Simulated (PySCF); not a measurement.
Geometry:
```json
{"atom": "O1", "x (Å)": "1.830", "y (Å)": "0.079", "z (Å)": "-1.185"}
{"atom": "C2", "x (Å)": "1.331", "y (Å)": "0.706", "z (Å)": "-0.310"}
{"atom": "F3", "x (Å)": "1.949", "y (Å)": "1.780", "z (Å)": "0.200"}
{"atom": "C4", "x (Å)": "0.037", "y (Å)": "0.460", "z (Å)": "0.351"}
{"atom": "C5", "x (Å)": "-0.375", "y (Å)": "-0.986", "z (Å)": "0.521"}
{"atom": "C6", "x (Å)": "-1.055", "y (Å)": "-0.154", "z (Å)": "-0.497"}
{"atom": "H7", "x (Å)": "-0.238", "y (Å)": "1.176", "z (Å)": "1.128"}
{"atom": "H8", "x (Å)": "-0.904", "y (Å)": "-1.236", "z (Å)": "1.444"}
{"atom": "H9", "x (Å)": "0.341", "y (Å)": "-1.735", "z (Å)": "0.173"}
{"atom": "H10", "x (Å)": "-2.074", "y (Å)": "0.193", "z (Å)": "-0.309"}
{"atom": "H11", "x (Å)": "-0.803", "y (Å)": "-0.327", "z (Å)": "-1.546"}
```

Geometry: PBE0-D3(BJ)/def2-SVP; GIAO shifts from PySCF, gas phase, non-relativistic, averaged over equivalent atoms.

At KT2/pcSseg-2 (286 basis functions, 48 s wall time on 1 thread of an Arm Neoverse V1, shared host):
```
 atoms  δ (ppm)
    O1    363.5
    C2    169.1
 C5/C6     13.1
    C4     11.2
    F3     25.9
    H7     1.52
H9/H11     1.14
H8/H10     1.00
```

Scale: H2O for $^{17}$O (324.36 ppm); $^{13}$C (182.28 ppm), $^{1}$H (31.18 ppm) vs TMS; $^{19}$F (136.34 ppm) against CFCl3 (reference shieldings calculated alike).

Q: Predict the values at B97-D/pcSseg-2 on the same geometry.

A: 
| atoms | δ at B97-D/pcSseg-2 | change |
| --- | --- | --- |
| O1 | 374.0 | +10.5 |
| C2 | 172.5 | +3.4 |
| C5/C6 | 14.9 | +1.8 |
| C4 | 13.5 | +2.3 |
| F3 | 39.9 | +14.0 |
| H7 | 1.56 | +0.04 |
| H9/H11 | 1.19 | +0.05 |
| H8/H10 | 1.03 | +0.03 |

Scale: H2O for $^{17}$O (σ = 325.20 ppm); $^{13}$C (σ = 179.03 ppm), $^{1}$H (σ = 31.40 ppm) against TMS; $^{19}$F (σ = 154.18 ppm) against CFCl3 (reference shieldings calculated alike).

The largest change is at F3 (fluorine bonded to C). Cost: 286 basis functions, 48 s wall time on 1 thread of an Arm Neoverse V1, shared host. The order of the carbon signals is the same at both levels.

Unscaled 19F shifts against computed CFCl3 carry errors that often reach 10 to 50 ppm. Unscaled 17O shifts of doubly bonded oxygen tend to come out too high, by tens of ppm or more. Experimental scales use liquid or dissolved standards, which lie at an offset from isolated H2O (liquid H2O: subtract about 36 ppm).
